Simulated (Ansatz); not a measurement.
```xyz
6

O     0.4039   -0.7252   -1.0536
C    -0.0012    0.0792   -0.1008
C     0.6179    0.5472    1.0523
O    -1.0332    0.7557   -0.0751
H    -0.2450   -0.6905   -1.7732
H     0.2576    0.0336    1.9504
```

The species carries charge 0 and has multiplicity 1. The bonds changed during the relaxation, so this is another structure than the one it started from.

(1) List the CAM-B3LYP/def2-TZVPP orbital energies in eV (the Gaussian-basis code of Ansatz). (Best estimate.)

Results:

(1) The calculation gave: Occupied: -524.94, -523.37, -283.27, -280.73, -33.67, -31.22, -22.82, -19.62, -16.31, -16.02, -15.01, -13.25, -11.84, -10.87, -8.75. Lowest empty: -1.47, 1.15, 1.37, 3.01, 5.03, 6.28, 6.39, 6.99.
